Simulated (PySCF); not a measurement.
## PySCF run on Si2

Input:

```python
from pyscf import gto, dft

mol = gto.M(
    atom='Si 0 0 0; Si 0 0 2.007',
    basis='sbkjc',
    ecp={'Si': 'sbkjc'},
    charge=0,
    spin=2,
    verbose=4,
)
mf = dft.UKS(mol, xc='x3lyp')
mf = mf.density_fit(auxbasis='def2-universal-jkfit')
mf.kernel()
mf.mulliken_pop()
mf.dip_moment()
print('orbital energies (hartree):', [e[max(0, n-3):n+3].round(4) for e, n in zip(mf.mo_energy, mol.nelec)])
```

```bash
$ OMP_NUM_THREADS=1 python input.py
```

The log (some set-up lines and the per-cycle HOMO/LUMO lines with their warnings removed):

```
PySCF version 2.14.0

[INPUT] Symbol           X                Y                Z      unit          X                Y                Z       unit  Magmom
[INPUT]  1 Si     0.000000000000   0.000000000000   0.000000000000 AA    0.000000000000   0.000000000000   0.000000000000 Bohr   0.0
[INPUT]  2 Si     0.000000000000   0.000000000000   2.007000000000 AA    0.000000000000   0.000000000000   3.792680332002 Bohr   0.0

nuclear repulsion = 4.21865240394619
number of shells = 8
number of NR pGTOs = 32
number of NR cGTOs = 16
basis = sbkjc
ecp = {'Si': 'sbkjc'}

******** <class 'pyscf.df.df_jk.DFUKS'> ********
method = DFUKS
initial guess = minao
damping factor = 0
level_shift factor = 0
DIIS = <class 'pyscf.scf.diis.CDIIS'>
SCF conv_tol = 1e-09
SCF max_cycles = 50
number electrons alpha = 5  beta = 3
XC functionals = x3lyp

grids dens level: 3
tot grids = 38360
******** <class 'pyscf.df.df.DF'> ********
auxbasis = def2-universal-jkfit
init E= -7.15527995272921

cycle= 1 E= -7.52098787255417  delta_E= -0.366  |g|= 0.135  |ddm|=  1.7
cycle= 2 E= -7.54703529266463  delta_E= -0.026  |g|= 0.047  |ddm|= 0.865
cycle= 3 E= -7.55000262491179  delta_E= -0.00297  |g|= 0.00236  |ddm|= 0.282
cycle= 4 E= -7.55001340885124  delta_E= -1.08e-05  |g|= 0.000348  |ddm|= 0.0127
cycle= 5 E= -7.55001362689933  delta_E= -2.18e-07  |g|= 3.97e-05  |ddm|= 0.00215
cycle= 6 E= -7.55001362990494  delta_E= -3.01e-09  |g|= 3.2e-06  |ddm|= 0.000372
cycle= 7 E= -7.55001362992604  delta_E= -2.11e-11  |g|= 1.72e-07  |ddm|= 2.78e-05
Extra cycle  E= -7.55001362992612  delta_E= -7.64e-14  |g|= 3.94e-08  |ddm|= 1.62e-06
converged SCF energy = -7.55001362992612  <S^2> = 2.0028352  2S+1 = 3.0018895
 ** Mulliken pop       alpha | beta **
pop of  0 Si 3s        0.74659 | 0.72269
pop of  0 Si 4s        0.24789 | 0.21037
pop of  0 Si 3px       0.37617 | 0.01207
pop of  0 Si 3py       0.36811 | 0.34526
pop of  0 Si 3pz       0.51673 | 0.12167
pop of  0 Si 4px       0.12383 | 0.00482
pop of  0 Si 4py       0.13189 | 0.13786
pop of  0 Si 4pz      -0.01121 | -0.05473
pop of  1 Si 3s        0.74659 | 0.72269
pop of  1 Si 4s        0.24789 | 0.21037
pop of  1 Si 3px       0.37617 | 0.01207
pop of  1 Si 3py       0.36811 | 0.34526
pop of  1 Si 3pz       0.51673 | 0.12167
pop of  1 Si 4px       0.12383 | 0.00482
pop of  1 Si 4py       0.13189 | 0.13786
pop of  1 Si 4pz      -0.01121 | -0.05473
In total             5.00000 | 3.00000
 ** Mulliken atomic charges   ( Nelec_alpha | Nelec_beta ) **
charge of  0Si =     -0.00000  (     2.50000      1.50000 )
charge of  1Si =      0.00000  (     2.50000      1.50000 )
Dipole moment(X, Y, Z, Debye):  0.00000, -0.00000,  0.00000
orbital energies (hartree): [array([-0.2547, -0.2469, -0.2324, -0.0752, -0.057 ,  0.0532]), array([-0.5514, -0.3238, -0.2184, -0.1603, -0.1449, -0.0433])]
```

In short: E(SCF) = -7.550014 Eh, 7 cycles, ⟨S²⟩ = 2.003, μz(SCF) = 0.00 D.

Hardware: Arm Neoverse V1, 1 thread, shared host. Wall time 1.3 s, peak memory 0.14 GiB.

The bond length is a typed value, not an optimised one. No search for the lowest solution was made.
